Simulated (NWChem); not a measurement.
## hydrogen cyanide (CHN) in NWChem

```xyz
3

C      0.0000     0.0000    -0.5060
N      0.0000     0.0000     0.6613
H      0.0000     0.0000    -1.5931
```
Charge 0, spin multiplicity 1.

Everything below was run with NWChem. All single points use one geometry, from PBE/def2-SVP, a minimum by its harmonic frequencies.

The correlated methods keep 2 core orbitals frozen. The Pople sets run with spherical d functions.

Worked example. A B2PLYP run in 6-311G** ends its self-consistent part (53 % exact exchange, 47 % B88, 73 % LYP) at -93.26256 Ha, and second-order perturbation theory on those orbitals gives -0.38618 Ha unscaled.

The perturbative term enters with the weight 0.27: -93.26256 + 0.27·(-0.38618) = -93.36683 Ha is the total energy.
